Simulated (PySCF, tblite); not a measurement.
# How well do the runs reproduce experiment for sulfuryl chloride?

**What was measured.**

NIST CCCBDB Release 22 (SRD 101), experimental dipoles lists, for the gas: dipole moment (dielectric constant against temperature) 1.81 D.

From CRC Handbook of Chemistry and Physics, for the gas at 298.15 K: standard entropy 311.9 J/(mol K).

The results are set against them at the end.

Compound: sulfuryl chloride, Cl2O2S.
SMILES with atom numbers: `[O:1]=[S:2](=[O:3])([Cl:4])[Cl:5]`

Structure used (PBE0-D3(BJ)/def2-SVP), in Å, numbered top down from 1:
```
atom  x, y, z in Å
O1     1.1619   -0.1148   -1.1211
S2     0.2848   -0.0812    0.0155
O3     0.6710   -0.5201    1.3267
Cl4   -0.4551    1.8259    0.1862
Cl5   -1.4446   -1.0669   -0.4917
```

The PySCF runs (gas phase, on this PBE0-D3(BJ)/def2-SVP geometry; no spin–orbit coupling):

```json
{"level": "PBE0-D3(BJ)/def2-SVP, grid level 1", "job": "geometry optimisation from a GFN2-xTB start shaken at random", "basis functions": "82", "wall time": "13 s"}
{"level": "PBE0/pcSseg-1", "job": "shieldings, charges and field gradients", "basis functions": "106", "wall time": "5.5 s"}
{"level": "wB97X-D/pcSseg-2", "job": "shieldings", "basis functions": "201", "wall time": "17 s"}
{"level": "CAM-B3LYP/def2-SVPD", "job": "10 singlets by full TDDFT, 4 Tamm–Dancoff triplets, polarisability, ΔSCF ions", "basis functions": "127", "wall time": "63 s"}
```

Hardware: an Arm Neoverse V1 with one thread, on a shared host.

GFN2-xTB wavenumbers (cm⁻¹, harmonic, unscaled, at the method's own geometry): 166, 245, 296, 314, 345, 507, 508, 1137, 1319. Point group C2v, symmetry number 2. Entropy at 298.15 K and 1 bar in J/(mol K): translation 169.9, rotation 109.3, vibration 40.1.

Results beside the measurements:

**Dipole moment.** Measured: 1.81 D (NIST CCCBDB Release 22 (SRD 101), experimental dipoles).

```
               level  computed (D)  computed − measured (D)  % (from the printed values)
PBE0-D3(BJ)/def2-SVP          1.49                    -0.32                          -18
       PBE0/pcSseg-1          1.49                    -0.32                          -18
    wB97X-D/pcSseg-2          1.76                    -0.05                           -3
 CAM-B3LYP/def2-SVPD          1.78                    -0.03                           -2
```

All 4 levels lie below the measurement. The computed dipoles belong to one fixed geometry; measured ones are averaged over vibrations unless marked μe. Magnitudes are compared, not signs.

**Standard entropy at 298.15 K.** Measured: 311.9 J/(mol K) (298.15 K; CRC Handbook of Chemistry and Physics).

```csv
level,computed (J/(mol K)),computed − measured (J/(mol K)),% (from the printed values)
"GFN2-xTB, rigid rotor and harmonic oscillator",319.2,+7.3,+2
```

Ideal gas at 1 bar, most abundant isotopes; table values of this kind come from calorimetry or from spectroscopic constants.

No measured geometry was used, and the causes of the misses weren't examined.
